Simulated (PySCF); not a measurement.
Job for PySCF: R-B3LYP/3-21G on CH5N (SMILES CN).

```python
from pyscf import gto, scf, dft, mp
from pyscf.data.elements import chemcore

mol = gto.M(
    atom='''
    N     1.44034232    0.63138276   -0.01269290
    H     1.81096132    1.13915976    0.78043910
    H     1.81108432    1.09572176   -0.83195190
    C     1.91809432   -0.75465024    0.02476810
    H     1.52620932   -1.28867524   -0.83742390
    H     3.00480532   -0.86138524    0.02780210
    H     1.52596732   -1.24138024    0.91440010
    ''',
    basis='3-21g',
    charge=0, spin=0, verbose=3, max_memory=1800)
mf = dft.RKS(mol, xc='b3lyp')
mf.conv_tol = 1e-8
mf.max_cycle = 100
mf.kernel()
if not mf.converged:
    mf = mf.newton().run(mf.mo_coeff, mf.mo_occ)
```

Question: What total energy does the run end on?

Answer: -95.3225 hartree.
